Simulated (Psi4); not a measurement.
Psi4 input (wB97X-V/pcseg-0):

```
memory 8100 MB

molecule {
0 1
H    -0.00000000   -0.00000000   -0.37201156
H     0.00000000    0.00000000    0.37201156
}

set {
  basis pcseg-0
  scf_type df
}

energy('wb97x-v')
print_variables()
```

Output:

```
-----------------------------------------------------------------------
          Psi4: An Open-Source Ab Initio Electronic Structure Package
                               Psi4 1.11 release

    D. G. A. Smith, L. A. Burns, A. C. Simmonett, R. M. Parrish,
    M. C. Schieber, R. Galvelis, P. Kraus, H. Kruse, R. Di Remigio,
    A. Alenaizan, A. M. James, S. Lehtola, J. P. Misiewicz, M. Scheurer,
    R. A. Shaw, J. B. Schriber, Y. Xie, Z. L. Glick, D. A. Sirianni,
    J. S. O'Brien, J. M. Waldrop, A. Kumar, E. G. Hohenstein,
    B. P. Pritchard, B. R. Brooks, H. F. Schaefer III, A. Yu. Sokolov,
    K. Patkowski, A. E. DePrince III, U. Bozkaya, R. A. King,
    F. A. Evangelista, J. M. Turney, T. D. Crawford, C. D. Sherrill,
    J. Chem. Phys. 152(18) 184108 (2020). https://doi.org/10.1063/5.0006002

                            Additional Code Authors
    E. T. Seidl, C. L. Janssen, E. F. Valeev, M. L. Leininger,
    J. F. Gonthier, R. M. Richard, H. R. McAlexander, M. Saitow, X. Wang,
    P. Verma, M. H. Lechner, A. Jiang, S. Behnle, A. G. Heide,
    M. F. Herbst, D. L. Poole, T. Győri, E. C. Mitchell, J. P. Pederson,
    and A. M. Wallace

             Previous Authors, Complete List of Code Contributors,
                       and Citations for Specific Modules
    https://github.com/psi4/psi4/blob/master/codemeta.json
    https://github.com/psi4/psi4/graphs/contributors
    https://psicode.org/psi4manual/master/introduction.html#citing-psifour

    -----------------------------------------------------------------------

    Threads:    4
    Addons:     a̶d̶c̶c̶, a̶m̶b̶i̶t̶, b̶s̶e̶, c̶c̶t̶3̶, c̶f̶o̶u̶r̶, c̶h̶e̶m̶p̶s̶2̶, c̶p̶p̶e̶, d̶d̶x̶,
                d̶f̶t̶d̶3̶, d̶f̶t̶d̶4̶, dkh, ecpint, einsums, f̶o̶r̶t̶e̶, gauxc, g̶c̶p̶,
                g̶d̶m̶a̶, g̶e̶o̶m̶e̶t̶r̶i̶c̶, g̶p̶u̶_̶d̶f̶c̶c̶, i̶n̶t̶e̶g̶r̶a̶t̶o̶r̶x̶x̶,
                i̶p̶i̶, l̶i̶b̶e̶f̶p̶, m̶d̶i̶, m̶p̶2̶d̶, m̶r̶c̶c̶, ooo,
                o̶p̶e̶n̶f̶e̶r̶m̶i̶o̶n̶p̶s̶i̶4̶, pcmsolver, p̶s̶i̶4̶f̶o̶c̶k̶c̶i̶, p̶s̶i̶x̶a̶s̶,
                p̶y̶e̶i̶n̶s̶u̶m̶s̶, r̶e̶s̶p̶, s̶i̶m̶i̶n̶t̶, s̶n̶s̶m̶p̶2̶,
                v̶2̶r̶d̶m̶_̶c̶a̶s̶s̶c̶f̶

  ==> Input File <==

--------------------------------------------------------------------------
memory 8100 MB

molecule {
0 1
H    -0.00000000   -0.00000000   -0.37201156
H     0.00000000    0.00000000    0.37201156
}

set {
  basis pcseg-0
  scf_type df
}

energy('wb97x-v')
print_variables()
--------------------------------------------------------------------------

   => Libint2 <=

    Primary   basis highest AM E, G, H:  7, 6, 3
    Auxiliary basis highest AM E, G, H:  7, 7, 4
    Onebody   basis highest AM E, G, H:  -, -, -
    Solid Harmonics ordering:            Gaussian

   => Loading Basis Set <=

    Name: PCSEG-0
    Role: ORBITAL
    Keyword: BASIS
    atoms 1-2 entry H          line    13 file pcseg-0.gbs

         ---------------------------------------------------------
                                   SCF
               by Justin Turney, Rob Parrish, Andy Simmonett
                          and Daniel G. A. Smith
                              RKS Reference
                        4 Threads,   7724 MiB Core
         ---------------------------------------------------------

  ==> Geometry <==

    Molecular point group: d2h
    Full point group: D_inf_h

    Geometry (in Angstrom), charge = 0, multiplicity = 1:

       Center              X                  Y                   Z               Mass
    ------------   -----------------  -----------------  -----------------  -----------------
         H            0.000000000000     0.000000000000    -0.372011560000     1.007825032230
         H            0.000000000000     0.000000000000     0.372011560000     1.007825032230

  Running in d2h symmetry.

  Rotational constants: A = ************  B =     60.43221  C =     60.43221 [cm^-1]
  Rotational constants: A = ************  B = 1811712.12794  C = 1811712.12794 [MHz]
  Nuclear repulsion =    0.711237589861455

  Charge       = 0
  Multiplicity = 1
  Electrons    = 2
  Nalpha       = 1
  Nbeta        = 1

  ==> Algorithm <==

  SCF Algorithm Type is DF.
  DIIS enabled.
  MOM disabled.
  Fractional occupation disabled.
  Guess Type is SAD.
  Energy threshold   = 1.00e-06
  Density threshold  = 1.00e-06
  Integral threshold = 1.00e-12

  ==> Primary Basis <==

  Basis Set: PCSEG-0
    Blend: PCSEG-0
    Number of shells: 4
    Number of basis functions: 4
    Number of Cartesian functions: 4
    Spherical Harmonics?: true
    Max angular momentum: 0

  ==> DFT Potential <==

   => LibXC <=

    Version 7.1.2
    S. Lehtola, C. Steigemann, M. J. T. Oliveira, and M. A. L. Marques,  SoftwareX 7, 1–5 (2018) (10.1016/j.softx.2017.11.002)

   => Composite Functional: WB97X-V <=

    wB97X-V Hyb-GGA Exchange-Correlation Functional

    N. Mardirossian and M. Head-Gordon,  Phys. Chem. Chem. Phys. 16, 9904–9924 (2014) (10.1039/C3CP54374A)

    Deriv               =              1
    GGA                 =           TRUE
    Meta                =          FALSE

    Exchange Hybrid     =           TRUE
    MP2 Hybrid          =          FALSE

   => Exchange-Correlation Functionals <=

    1.0000   wB97X-V range-separated functional

   => Exact (HF) Exchange <=

    0.8330            HF,LR [omega = 0.3000]
    0.1670               HF

   => LibXC Density Thresholds  <==

    XC_HYB_GGA_XC_WB97X_V:  1.00E-14

   => VV10 Non-Local Parameters <=

    VV10 B              =     6.0000E+00
    VV10 C              =     1.0000E-02

   => Molecular Quadrature <=

    Radial Scheme          =       TREUTLER
    Pruning Scheme         =           NONE
    Nuclear Scheme         =       TREUTLER

    Blocking Scheme        =         OCTREE
    BS radius alpha        =              1
    Pruning alpha          =              1
    Radial Points          =             75
    Spherical Points       =            302
    Total Points           =          44640
    Total Blocks           =            392
    Max Points             =            256
    Max Functions          =              4
    Weights Tolerance      =       1.00E-15

   => Loading Basis Set <=

    Name: (PCSEG-0 AUX)
    Role: JKFIT
    Keyword: DF_BASIS_SCF
    atoms 1-2 entry H          line    18 file def2-universal-jkfit.gbs

  ==> Integral Setup <==

  DFHelper Memory: AOs need 0.000 GiB; user supplied 5.652 GiB.
  SCF_SUBTYPE=INCORE selected. In-core MEM_DF algorithm will be used.
  Using in-core AOs.

  ==> MemDFJK: Density-Fitted J/K Matrices <==

    J tasked:                   Yes
    K tasked:                   Yes
    wK tasked:                  Yes
    Omega:                3.000E-01
    OpenMP threads:               4
    Algorithm:                 Core
    Schwarz Cutoff:           1E-12
    Mask sparsity (%):       0.0000
    Fitting Condition:        1E-10

   => Auxiliary Basis Set <=

  Basis Set: (PCSEG-0 AUX)
    Blend: DEF2-UNIVERSAL-JKFIT
    Number of shells: 12
    Number of basis functions: 36
    Number of Cartesian functions: 40
    Spherical Harmonics?: true
    Max angular momentum: 2

  Cached 100.0% of DFT collocation blocks in 0.005 [GiB].

  Minimum eigenvalue in the overlap matrix is 3.2817080336E-01.
  Reciprocal condition number of the overlap matrix is 1.9629445641E-01.
    Using symmetric orthogonalization.

  ==> Pre-Iterations <==

  SCF Guess: Superposition of Atomic Densities via on-the-fly atomic UHF (no occupation information).

   -------------------------
    Irrep   Nso     Nmo
   -------------------------
     Ag         2       2
     B1g        0       0
     B2g        0       0
     B3g        0       0
     Au         0       0
     B1u        2       2
     B2u        0       0
     B3u        0       0
   -------------------------
    Total       4       4
   -------------------------

  ==> Iterations <==

                           Total Energy        Delta E     RMS |[F,P]|

   @DF-RKS iter SAD:    -0.90197952387130   -9.01980e-01   0.00000e+00
   @DF-RKS iter   1:    -1.16178788269864   -2.59808e-01   4.75035e-03 ADIIS/DIIS
   @DF-RKS iter   2:    -1.16196097298457   -1.73090e-04   2.92107e-04 ADIIS/DIIS
   @DF-RKS iter   3:    -1.16196163128065   -6.58296e-07   3.64618e-07 DIIS
  Energy and wave function converged.

  ==> Post-Iterations <==

   Electrons on quadrature grid:
      Ntotal   =    1.9999999998 ; deviation = -2.381e-10

    Orbital Energies [Eh]
    ---------------------

    Doubly Occupied:

       1Ag    -0.542311

    Virtual:

       1B1u    0.174811     2Ag     0.562778     2B1u    1.052377

    Final Occupation by Irrep:
             Ag   B1g   B2g   B3g    Au   B1u   B2u   B3u
    DOCC [     1,    0,    0,    0,    0,    0,    0,    0 ]
    NA   [     1,    0,    0,    0,    0,    0,    0,    0 ]
    NB   [     1,    0,    0,    0,    0,    0,    0,    0 ]

  @DF-RKS Final Energy:    -1.16196163128065

   => Energetics <=

    Nuclear Repulsion Energy =              0.7112375898614546
    One-Electron Energy =                  -2.4790803128687213
    Two-Electron Energy =                   0.9401231102719279
    DFT Exchange-Correlation Energy =      -0.3431424067179160
    Empirical Dispersion Energy =           0.0000000000000000
    VV10 Nonlocal Energy =                  0.0089003881726010
    Total Energy =                         -1.1619616312806540

Computation Completed

Properties will be evaluated at   0.000000,   0.000000,   0.000000 [a0]

Properties computed using the SCF density matrix

 Multipole Moments:

 ------------------------------------------------------------------------------------
     Multipole            Electronic (a.u.)      Nuclear  (a.u.)        Total (a.u.)
 ------------------------------------------------------------------------------------

 L = 1.  Multiply by 2.5417464519 to convert [e a0] to [Debye]
 Dipole X            :          0.0000000            0.0000000            0.0000000
 Dipole Y            :          0.0000000            0.0000000            0.0000000
 Dipole Z            :          0.0000000            0.0000000            0.0000000
 Magnitude           :                                                    0.0000000

 ------------------------------------------------------------------------------------

  Variable Map:
  ----------------------------------------------------------------------------
  "CURRENT ENERGY"              =>      -1.161961631281
  "CURRENT REFERENCE ENERGY"    =>      -1.161961631281
  "DD SOLVATION ENERGY"         =>       0.000000000000
  "DFT FUNCTIONAL TOTAL ENERGY" =>      -1.161961631281
  "DFT TOTAL ENERGY"            =>      -1.161961631281
  "DFT VV10 ENERGY"             =>       0.008900388173
  "DFT XC ENERGY"               =>      -0.343142406718
  "GRID ELECTRONS ALPHA"        =>       0.999999999881
  "GRID ELECTRONS BETA"         =>       0.999999999881
  "GRID ELECTRONS TOTAL"        =>       1.999999999762
  "NUCLEAR REPULSION ENERGY"    =>       0.711237589861
  "ONE-ELECTRON ENERGY"         =>      -2.479080312869
  "PCM POLARIZATION ENERGY"     =>       0.000000000000
  "PE ENERGY"                   =>       0.000000000000
  "SCF ITERATION ENERGY"        =>      -1.161961631281
  "SCF ITERATIONS"              =>       3.000000000000
  "SCF TOTAL ENERGY"            =>      -1.161961631281
  "TWO-ELECTRON ENERGY"         =>       0.940123110272
  "XC GRID RADIAL POINTS"       =>      75.000000000000
  "XC GRID SPHERICAL POINTS"    =>     302.000000000000
  "XC GRID TOTAL POINTS"        =>   44640.000000000000

  Array Variable Map:
  ----------------------------------------------------------------------------
  "CURRENT DIPOLE"              =>       0.000000000000 ... 0.000000000000 1 by 3
  "SCF DIPOLE"                  =>       0.000000000000 ... 0.000000000000 1 by 3
  "SCF TOTAL ENERGIES"          =>      -0.901979523871 ... -1.161961631281 1 by 4

*** Psi4 exiting successfully. Buy a developer a beer!
```
